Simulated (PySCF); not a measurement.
Compound: phosphanamine, H4NP.
Numbering: `[NH2:1][PH2:2]` (hydrogens: H3, H4 on N1; H5, H6 on P2)

The same species was optimised twice, with GFN2-xTB and with PBE0-D3(BJ)/def2-SVP (PySCF), and the same property calculations (PySCF, gas phase) were run on both structures.

```json
{"coordinate": "P2–H6 (Å)", "GFN2-xTB": "1.410", "PBE0-D3(BJ)/def2-SVP": "1.441", "change": "+0.031"}
{"coordinate": "P2–H5 (Å)", "GFN2-xTB": "1.400", "PBE0-D3(BJ)/def2-SVP": "1.429", "change": "+0.029"}
{"coordinate": "N1–P2 (Å)", "GFN2-xTB": "1.700", "PBE0-D3(BJ)/def2-SVP": "1.710", "change": "+0.010"}
{"coordinate": "N1–H3 (Å)", "GFN2-xTB": "1.011", "PBE0-D3(BJ)/def2-SVP": "1.013", "change": "+0.002"}
{"coordinate": "N1–H4 (Å)", "GFN2-xTB": "1.012", "PBE0-D3(BJ)/def2-SVP": "1.014", "change": "+0.002"}
{"coordinate": "P2–N1–H4 (°)", "GFN2-xTB": "116.7", "PBE0-D3(BJ)/def2-SVP": "120.5", "change": "+3.8"}
{"coordinate": "N1–P2–H5 (°)", "GFN2-xTB": "95.5", "PBE0-D3(BJ)/def2-SVP": "99.1", "change": "+3.6"}
{"coordinate": "N1–P2–H6 (°)", "GFN2-xTB": "101.5", "PBE0-D3(BJ)/def2-SVP": "104.0", "change": "+2.5"}
{"coordinate": "H5–P2–H6 (°)", "GFN2-xTB": "90.9", "PBE0-D3(BJ)/def2-SVP": "92.2", "change": "+1.3"}
{"coordinate": "H3–N1–H4 (°)", "GFN2-xTB": "110.2", "PBE0-D3(BJ)/def2-SVP": "111.3", "change": "+1.1"}
{"coordinate": "P2–N1–H3 (°)", "GFN2-xTB": "113.4", "PBE0-D3(BJ)/def2-SVP": "114.0", "change": "+0.6"}
```

Rotational constants: A = 93903, B = 13880, C = 13559 MHz (GFN2-xTB) against A = 93145, B = 13525, C = 13247 MHz (PBE0-D3(BJ)/def2-SVP). Point groups within 0.08 Å: C1 and C1. Atoms that the bonding makes alike are paired by their places after alignment.

On the GFN2-xTB structure: HOMO (eV) -7.37 [PBE0/pcSseg-1]; LUMO (eV) 0.45 [PBE0/pcSseg-1]; dipole (D) 1.77 [PBE0/pcSseg-1]; GIAO shielding of N1 (ppm) 275.2 [PBE0/pcSseg-1]; GIAO shielding of P2 (ppm) 419.1 [PBE0/pcSseg-1].

What do these properties become on the PBE0-D3(BJ)/def2-SVP structure?

```tsv
property	level	on GFN2-xTB	on PBE0-D3(BJ)/def2-SVP	change
HOMO (eV)	PBE0/pcSseg-1	-7.37	-7.23	+0.14
LUMO (eV)	PBE0/pcSseg-1	0.45	0.51	+0.06
dipole (D)	PBE0/pcSseg-1	1.77	1.72	-0.05
energy, GFN2-xTB geometry as zero (kcal/mol)	PBE0/pcSseg-1	0.0	-1.1	-1.1
GIAO shielding of N1 (ppm)	PBE0/pcSseg-1	275.2	271.0	-4.2
GIAO shielding of P2 (ppm)	PBE0/pcSseg-1	419.1	401.5	-17.6
```

The heavy atoms differ by 0.005 Å rms after alignment. Among all bonds P2–H6 changes most (+0.031 Å). Changes are differences of the printed values. Neither structure is proved a minimum here.

The values belong to the conformer `[NH2:1][PH2:2]`: H–N1–P2–H 162°, H–N1–P2–H -104°.
